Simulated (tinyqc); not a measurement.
Worked calculation: geometry optimisation on the UHF/sto-3g surface (energies and gradients from PySCF), for CH3, spin multiplicity 2. One step of it, computed by the program tinyqc.

Task: Step 1: move. Quasi-Newton step p = -H^(-1) g (first H = 1 times the unit matrix); steps longer than 0.1 bohr are cut back.

positions at the start (bohr), order 1C, 2H, 3H, 4H:
$$\begin{pmatrix}
-0.130391 & -0.013228 & 0.179524 \\
1.950197 & 0.083148 & -0.047243 \\
-0.969430 & 1.782012 & 0.090707 \\
-1.063916 & -1.744217 & 0.069920
\end{pmatrix}$$

gradient (hartree/bohr), order 1C, 2H, 3H, 4H:
$$\begin{pmatrix}
-0.07293818 & -0.01981421 & -0.00121603 \\
0.02416754 & 0.01114991 & -0.00306255 \\
0.02704337 & -0.01948646 & 0.00108280 \\
0.02172727 & 0.02815075 & 0.00319578
\end{pmatrix}$$

Give: positions after step 1.

Result:

positions after step 1 (bohr), order 1C, 2H, 3H, 4H:
$$\begin{pmatrix}
-0.057 & 0.007 & 0.181 \\
1.926 & 0.072 & -0.044 \\
-0.996 & 1.801 & 0.090 \\
-1.086 & -1.772 & 0.067
\end{pmatrix}$$
